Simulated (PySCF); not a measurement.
**H₂O: adding exact exchange**

Base calculation in PySCF with density fitting and no spin–orbit coupling, PBE/def2-TZVP (no relativity): singlet, C2v, O–H 0.971 Å (×2); H–O–H 104.3°; wavenumbers 1584, 3693, 3801 cm⁻¹; dipole moment 2.04 D, gap between the highest occupied and lowest empty levels 6.86 eV, polar-tensor charge of O -0.50 e, atomisation energy (no zero-point energy) 966 kJ/mol.

What changes on going to PBE0/def2-TZVP (no relativity)?

The point group stays the same. Changes: mean bond to O -0.011 Å, smallest bond angle +0.8 degrees, highest wavenumber +160 cm⁻¹, lowest wavenumber +40 cm⁻¹, dipole moment +0.03 D, gap between the highest occupied and lowest empty levels +2.89 eV, polar-tensor charge of O -0.04 e, atomisation energy (no zero-point energy) -30 kJ/mol. The new structure has O–H 0.960 Å (×2); H–O–H 105.1°, with wavenumbers 1624, 3854, 3961 cm⁻¹. Exact exchange shortens and stiffens the bonds and opens the gap, the usual pattern.

Only the bonding shown was studied: isomers, or loss of a ligand pair, can lie lower.
